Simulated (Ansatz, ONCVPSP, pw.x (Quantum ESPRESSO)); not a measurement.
## Mg (Z = 12): does the ONCV potential hold in the solid?

- Element: Mg
- Generator: ONCVPSP 4.0.1.1 (patched build)
- Type: optimised norm-conserving Vanderbilt (ONCV)
- Functional: LDA (Perdew-Wang 92)
- Relativity: scalar-relativistic
- Frozen core: [Ne]
- Valence charge: 2
- Reference configuration: 3s2
- Partial waves: 3s: rc 2.80 bohr, ncon 4, nbas 8, qcut 2.4 1/bohr, 2 projectors, debl 3.1 Ha; p scattering state at 0.21 Ha: rc 2.45 bohr, ncon 3, nbas 8, qcut 3.4 1/bohr, 2 projectors, debl 1.9 Ha; d scattering state at 0.1 Ha: rc 2.20 bohr, ncon 4, nbas 7, qcut 4.8 1/bohr, 1 projector
- Local potential: polynomial inside 1.80 bohr (lpopt 5, dvloc0 -1 Ha)
- Core correction: Teter function, parameters optimised by the program

In the p channel the program set the typed energies aside and used 0.050, 1.950 Ha.

Atomic tests: cutoffs needed: 2.7 Ha and 14 Ha (the cutoffs (Ha) at which the residual kinetic energy of the hardest occupied pseudo-wave falls to 1 and 0.1 mHa per electron) The cutoffs count occupied waves only; projector 2 of the s channel, the hardest unoccupied one, needs 28 Ha at the loose tolerance.; ghost test: no bound ghost flagged; GHOST(+) flagged for s at 94.0 eV; largest excitation error: -46 meV (all-electron minus pseudo) for 3s0 3p2, out of 4 test configurations.

Crystal test: bcc Mg in pw.x 7.5, no spin, 13³ k-points, Fermi–Dirac smearing 0.01 Ry, cutoffs 50/200 Ry. The reference is all-electron LAPW (Ansatz 0.2.0) with the same functional, mesh and smearing; V0 and B0 come from Birch–Murnaghan fits to the pressures at five volumes. Errors are pseudo minus all-electron; Δ is the rms difference of the E(V) curves that follow from these fits, minima aligned, over ±6 % about the mean V0. Mesh and smearing are coarse, so the numbers serve the comparison and aren't converged zero-temperature values; the lattice is a test structure that the element need not adopt.

```json
{"V (Å³/atom)": "20.498", "P all-electron (GPa)": "2.38", "P pseudo (GPa)": "1.87"}
{"V (Å³/atom)": "21.038", "P all-electron (GPa)": "1.20", "P pseudo (GPa)": "0.73"}
{"V (Å³/atom)": "21.577", "P all-electron (GPa)": "0.17", "P pseudo (GPa)": "-0.27"}
{"V (Å³/atom)": "22.116", "P all-electron (GPa)": "-0.75", "P pseudo (GPa)": "-1.15"}
{"V (Å³/atom)": "22.656", "P all-electron (GPa)": "-1.55", "P pseudo (GPa)": "-1.93"}
```

All-electron: a0 = 3.513 Å (V0 = 21.67 Å³/atom), B0 = 38.2 GPa.

Pseudopotential: mean pressure error (GPa): -0.44; a0 (Å): 3.499; a0 error (%): -0.38; B0 error (%): +1.2; Δ (meV/atom): 2.1.

Problem. At the middle volume, how do free energy and pressure move when the wave cutoff is lowered (ecutrho kept at four times it)?

Solution.

```csv
cutoff (Ry),shift of F (meV/atom),shift of P (GPa)
22,+4.3,-0.04
30,+3.0,+0.01
40,+0.8,-0.04
```

The run at the middle volume (84 k-points, 6 iterations) took about 8.3 s on one core of a shared host (Neoverse-N1, 64 threads, 124 GiB, load 61).
